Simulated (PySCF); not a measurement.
Molecule: SMILES CC[PH](=O)CC, C₄H₁₁OP.

Geometry:
```json
{"atom": "C1", "x (Å)": "-2.306", "y (Å)": "0.280", "z (Å)": "-0.097"}
{"atom": "C2", "x (Å)": "-1.485", "y (Å)": "-0.948", "z (Å)": "0.263"}
{"atom": "P3", "x (Å)": "0.281", "y (Å)": "-0.874", "z (Å)": "-0.180"}
{"atom": "O4", "x (Å)": "1.045", "y (Å)": "-2.135", "z (Å)": "0.072"}
{"atom": "C5", "x (Å)": "0.972", "y (Å)": "0.589", "z (Å)": "0.662"}
{"atom": "C6", "x (Å)": "2.480", "y (Å)": "0.674", "z (Å)": "0.466"}
{"atom": "H7", "x (Å)": "-1.994", "y (Å)": "1.166", "z (Å)": "0.476"}
{"atom": "H8", "x (Å)": "-3.373", "y (Å)": "0.114", "z (Å)": "0.113"}
{"atom": "H9", "x (Å)": "-2.218", "y (Å)": "0.526", "z (Å)": "-1.168"}
{"atom": "H10", "x (Å)": "-1.518", "y (Å)": "-1.166", "z (Å)": "1.344"}
{"atom": "H11", "x (Å)": "-1.864", "y (Å)": "-1.854", "z (Å)": "-0.239"}
{"atom": "H12", "x (Å)": "0.228", "y (Å)": "-0.448", "z (Å)": "-1.549"}
{"atom": "H13", "x (Å)": "0.455", "y (Å)": "1.495", "z (Å)": "0.304"}
{"atom": "H14", "x (Å)": "0.724", "y (Å)": "0.473", "z (Å)": "1.731"}
{"atom": "H15", "x (Å)": "2.740", "y (Å)": "0.847", "z (Å)": "-0.590"}
{"atom": "H16", "x (Å)": "2.912", "y (Å)": "1.495", "z (Å)": "1.057"}
{"atom": "H17", "x (Å)": "2.954", "y (Å)": "-0.270", "z (Å)": "0.773"}
```

Geometry PBE0-D3(BJ)/def2-SVP throughout; GIAO in PySCF 2.14.0 with density-fitted response routines, gas phase, one conformer, non-relativistic; equivalent atoms averaged; basis pcSseg-1.

For orientation, B3LYP gives these shifts δ (against TMS, H3PO4, H2O at the same level): C2/C5 26.6, C1/C6 7.6, P3 10.7, O4 105.0, H12 6.72, H11/H14 1.45, H10/H13 1.28, H7/H8/H9/H15/H16/H17 1.08 ppm.

A run gave: C2/C5 26.6, C1/C6 7.7, P3 3.6, O4 110.9, H12 7.04, H11/H14 1.47, H10/H13 1.34, H7/H8/H9/H15/H16/H17 1.05 ppm (shifts δ (against TMS, H3PO4, H2O at the same level)).

Which functional was used in that run?
A. B97-D
B. mPW1PW91
C. KT3
D. KT2

Answers

D. O4 tells them apart best: KT2 gives 110.9, KT3 gives 104.5, B97-D gives 106.2, mPW1PW91 gives 94.7 ppm.
